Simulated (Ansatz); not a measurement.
Born–Oppenheimer molecular dynamics of H₈SSi₂ (11 atoms, charge 0, multiplicity 1). It starts at the highest image of a converged band. Of that band: A structure lower than the last end lies on the path between it and the top, so the climb from that side starts below the end, which may itself be a saddle point or a shallow side well. Neighbouring images differ by up to 1.6 eV, so the band resolves the path poorly. A vibrational analysis at the climbing image gives one clearly imaginary mode, 1037i cm⁻¹: a first-order saddle point.

All numbers below come from RKS LDA/def2-SVP in Ansatz 0.2.0.

```json
{
 "ensemble": "NVE (velocity Verlet)",
 "time step": "0.5 fs",
 "steps asked": "200",
 "starting velocities drawn for": "300 K",
 "seed": "2890"
}
```

First frame:

```xyz
11
Properties=species:S:1:pos:R:3
Si -0.001 -0.322 0.074
H 0.461 0.183 1.670
H 1.242 0.182 -0.600
H -0.967 0.848 0.253
Si -1.220 -1.883 -1.185
H -2.040 -2.712 -0.226
H -2.175 -1.229 -2.157
H -0.277 -2.797 -1.922
S 1.193 -2.302 1.108
H 0.055 -2.700 1.752
H 0.871 -0.721 1.714
```

Task: What does the run give?

Result: The run went to its last step.

```json
{"steps done": "200", "time covered": "100 fs", "mean temperature over the second half": "1118 K", "spread of the potential energy over the second half": "18.8 meV per atom", "mean potential energy of the second half above the start": "-86.5 meV per atom"}
```

The conserved energy stayed within 0.058 meV per atom of its start (net change 0.025 meV per atom), so the integration is sound. The system heated up, since it started high on the potential surface and ran downhill. A run of 0.1 ps of so small a system gives no equilibrium averages. The orbitals stay closed-shell, which can raise the energy where a bond breaks towards radicals; this wasn't checked here.

Task: What happens to the structure?

Result: The step under study would form Si1–S9, H2–H11 and break Si1–H2, S9–H11. These pairs go: Si1–S9 2.53 → 2.44 Å, H2–H11 0.99 → 0.77 Å, Si1–H2 1.74 → 8.91 Å, S9–H11 1.72 → 8.00 Å. In the last frame they stand as after the step (other bonds may differ from the relaxed reactants and products). It ends as H2 + H6SSi2. Pairs count as bonded within 1.25 times the sum of covalent radii (0.12 Å more for H–H). Another seed would give other details.

Task: How do temperature and energy run in time?

Result: 
| time (fs) | T (K) | potential energy less start (eV) | conserved less start (meV/atom) |
| --- | --- | --- | --- |
| 0.0 | 300 | 0.000 | 0.00 |
| 8.0 | 120 | 0.210 | 0.03 |
| 16.0 | 286 | 0.016 | 0.02 |
| 24.0 | 717 | -0.485 | 0.01 |
| 32.0 | 1295 | -1.158 | 0.01 |
| 40.0 | 1555 | -1.460 | -0.01 |
| 48.0 | 1099 | -0.929 | 0.03 |
| 56.0 | 1037 | -0.857 | 0.02 |
| 64.0 | 1278 | -1.138 | 0.00 |
| 72.0 | 1421 | -1.304 | 0.01 |
| 80.0 | 1156 | -0.996 | 0.03 |
| 88.0 | 858 | -0.649 | 0.05 |
| 96.0 | 1006 | -0.821 | 0.03 |

Time of the run: 7.8 min on 2 threads of AMD EPYC 7571, on a shared host, peak memory 0.15 GiB.
